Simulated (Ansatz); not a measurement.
Ideal-gas functions of `[BH2][AlH][OH]` at 500 K and 1 bar, from an Ansatz frequency run at PBE0-D4/def2-TZVP.

Molar mass 57.83 g/mol, point group Cs (symmetry number 1), electronic degeneracy 1, moments of inertia 20.806, 88.166, 104.867 u Å². Harmonic wavenumbers (cm⁻¹, unscaled): 159, 162, 312, 440, 537, 573, 592, 702, 835, 871, 1154, 1886, 2564, 2638, 3955.

Use S(trans) = R[1.5 ln M + 2.5 ln T − 1.1517]; rotational temperatures θ = 24.2544 K / I; S(rot) = R[ln(√π/σ · √(T³/θAθBθC)) + 1.5]; for each mode x = 1.438777 ν̃/T, S = R[x/(eˣ − 1) − ln(1 − e⁻ˣ)] and H = RT x/(eˣ − 1); 1 cm⁻¹ = 0.0119627 kJ/mol; R = 8.31446 J/(mol·K).

**Question.** By hand: the entropy, in J/(mol·K).

**Answer.** Translation 170.2. Rotation: θ = 1.1657, 0.2751, 0.2313 K, giving 105.6. Vibration, mode by mode: 14.89, 14.74, 9.48, 6.89, 5.48, 5.04, 4.82, 3.75, 2.78, 2.56, 1.34, 0.24, 0.04, 0.04, 0.00, in all 72.1. Electronic 0.0. Sum 347.9 J/(mol·K).

**Question.** By hand: H − E and G − E in kJ/mol, counted from the electronic energy.

**Answer.** Zero-point energy ½ × 17380 × 0.0119627 = 104.0; thermal vibration 20.0; translation, rotation and pV give 4 RT = 16.6. H − E = 140.6 kJ/mol, and G − E = 140.6 − 500 × 347.9/1000 = -33.3 kJ/mol.

Vibration gives 21 % of the entropy. The sum counts one conformer and one mirror image; others add a mixing term.
